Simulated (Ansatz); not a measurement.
# CH₂OS, SMILES OC=S: a short molecular-dynamics run

Computed with Ansatz 0.2.0, Python API.

Run as a notebook:

```python
import ansatz
import numpy as np
```

```python
geometry_ang = [
    ('O', (-0.8992, -0.3065, 0.1201)),
    ('C', (0.3612, 0.0175, 0.056)),
    ('S', (1.3082, -0.6274, 1.2072)),
    ('H', (-1.3545, 0.1775, -0.6208)),
    ('H', (0.6342, 0.6653, -0.804)),
]
ch2os = ansatz.Crystal.molecule()
for symbol, xyz in geometry_ang:
    ch2os = ch2os.atom(symbol, xyz)
```

```python
base = (
    ch2os.calculation()
    .basis(gaussian='6-31G')
    .functional('BLYP', dispersion='d3bj')
    .md('nvt_langevin', timestep=0.25, steps=30, temperature=300, initial_velocities='maxwell_boltzmann', seed=97, friction=0.02)
)
frames = []
base.session().plan().execute(on_event=lambda e: frames.append(e['data']) if e['event'] == 'md_step' else None)
print('t (fs)   E_pot (eV)      E_kin (eV)   T (K)   d(0-1) (A)')
for f in frames[::3]:
    xyz = np.array(f['positions_ang'])
    print(f'{f["time_fs"]:6.2f} {f["lagrangian_ev"]:14.5f} {f["e_kin_ev"]:10.5f} {f["temperature_k"]:8.1f} {np.linalg.norm(xyz[0] - xyz[1]):9.4f}')
print('mean temperature', round(float(np.mean([f['temperature_k'] for f in frames])), 1), 'K')
symbols = [site.symbol for site in ch2os.cartesian_sites]
with open('last_frame.xyz', 'w') as handle:
    handle.write(f'{len(symbols)}\nt = {frames[-1]["time_fs"]} fs\n')
    handle.writelines('{:2s} {:10.5f} {:10.5f} {:10.5f}\n'.format(s, *xyz) for s, xyz in zip(symbols, frames[-1]['positions_ang']))
```

    t (fs)   E_pot (eV)      E_kin (eV)   T (K)   d(0-1) (A)
      0.00   -13948.15746    0.15511    240.0    1.3030
      0.75   -13948.12678    0.15144    234.3    1.3038
      1.50   -13948.10243    0.13540    209.5    1.3072
      2.25   -13948.09692    0.15902    246.0    1.3130
      3.00   -13948.11591    0.17548    271.5    1.3214
      3.75   -13948.14520    0.20978    324.6    1.3308
      4.50   -13948.17680    0.20708    320.4    1.3415
      5.25   -13948.20105    0.23727    367.1    1.3522
      6.00   -13948.21615    0.23510    363.8    1.3629
      6.75   -13948.23285    0.21120    326.8    1.3731
      7.50   -13948.25649    0.25085    388.1    1.3826
    mean temperature 300.1 K

It writes `last_frame.xyz`:
```text
5
t = 7.5 fs
O    -0.94815   -0.32885    0.12127
C     0.38272    0.02844    0.00810
S     1.31142   -0.61746    1.21402
H    -1.52403    0.19243   -0.54202
H     0.50886    0.70196   -0.80635
```

Reading the output:
- These settings explore the input space; basis and method may be short of convergence.
- The trajectory is only some femtoseconds long, so its temperature is not equilibrated; where the script doesn't relax first, it starts from a rough generated geometry.
- The printed temperature counts all 3N degrees of freedom under Langevin dynamics, so the first row lies under the target.
- The whole script took 22 s on 1 thread of Arm Neoverse V2, with other jobs on the host, peak memory 0.15 GiB.

(Lines on the test bed's own set-up are left out of the output.)
